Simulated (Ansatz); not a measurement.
## Exact exchange and the HOMO–LUMO gap of C4H8 (cyclobutane)

The species is C4H8 (12 atoms), meant as a singlet with charge 0. SMILES: `C1CCC1`. The shape is that of a PBE0-D4/def2-TZVP optimisation.

The HOMO–LUMO gap y, in eV, basis 6-31G(d); a is the functional's share of exact exchange. Programs: Ansatz 0.2.0.

| functional | program | a | y (eV) |
| --- | --- | --- | --- |
| PBE | Ansatz | 0 | 9.01 |
| revPBE | Ansatz | 0 | 9.09 |
| B3LYP | Ansatz | 0.2 | 10.81 |
| r2SCAN0 | Ansatz | 0.25 | ? |
| PBE0 | Ansatz | 0.25 | 11.41 |
| BHLYP | Ansatz | 0.5 | 13.61 |

Fit y = c + s·a to the known rows and predict r2SCAN0.


1. Means of the 5 rows: a = 0.1900, y = 10.786.
2. Σ(Δa)² = 0.172, Σ(Δa·Δy) = 1.5728, so the slope is 1.5728/0.172 = 9.1442.
3. Intercept: 10.786 − (9.1442) × 0.1900 = 9.049. The largest residual of the fit is 0.075.
4. r2SCAN0: 9.049 + (9.1442) × 0.25 = 11.34 eV.

The run gave 11.93 eV, so the prediction is off by -0.59 eV, more than the scatter of the fit. Exact exchange lowers occupied levels and raises empty ones. The rows mix families of semi-local functionals, which the line can't see.
